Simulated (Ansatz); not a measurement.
Two structures of SiH2F2, closed shell, reached by relaxing down either side of one saddle point (PBE0-D4/def2-TZVP). Energies are electronic, without zero-point energy. Computed with Ansatz 0.2.0 (basis: def2-TZVPP and def2-QZVPP); correlated methods freeze the cores. Extrapolation: Hartree–Fock as exp(−7.88 √X), correlation as X^−2.97. First:

```
5
angstrom
Si 0.0347 -0.0221 -0.0355
H 0.6876 0.7577 -1.1031
H 0.3983 -1.4509 -0.0080
F -1.5363 0.0942 -0.2160
F 0.4156 0.6213 1.3627
```

Second:

```tsv
atom	x (Å)	y (Å)	z (Å)
Si1	-0.8453	-0.2842	1.1402
H2	1.1593	-0.1596	-1.3838
H3	1.2779	-0.8900	-1.2810
F4	-1.7330	0.4141	0.0039
F5	0.1410	0.9197	1.5208
```

Which bonds change from the first to the second?

SiH₂F₂ ([F][SiH2][F]) → SiF₂ + H₂; bonds formed: H2–H3; bonds broken: Si1–H2, Si1–H3.

Give the saddle point's structure and its height above each. (An estimate is asked for; the value comes from the calculation.)

By the calculation: 87.92 kcal/mol above the first and 49.74 kcal/mol above the second (CCSD(T) at an estimated basis limit (MP2 extrapolated from triple and quadruple zeta, plus CCSD(T) − MP2 in triple zeta)).
Si1  (-0.233, -0.274, 0.379)
H2  (0.771, 0.146, -1.002)
H3  (0.695, -0.990, -0.529)
F4  (-1.594, 0.295, -0.214)
F5  (0.360, 0.823, 1.366)
(Å)

No T1 diagnostic of these runs exceeds 0.016. The restricted Hartree–Fock reference is unstable towards an unrestricted one at one or more of these structures. A large double-excitation amplitude points to some diradical character; no triplet was computed. The end structure is not quite a true minimum (one mode of 62i cm⁻¹).

Losses and insertions of silylenes and their heavier kin drive the gas-phase chemistry of silicon and germanium vapour deposition.

Labels in which every atom is bracketed show which atoms are joined, not bond orders.

For scale, one of the runs: CCSD(T)/def2-TZVPP, 132 basis functions, launched by `ansatz run in.yaml --threads 2 --pin off --events-out ev --progress --plain --max-ram 4352MiB`. Time: 6.5 s of wall clock on 2 CPU threads of an Intel Xeon 6975P-C; the host was shared. Peak host memory: 0.77 GiB.
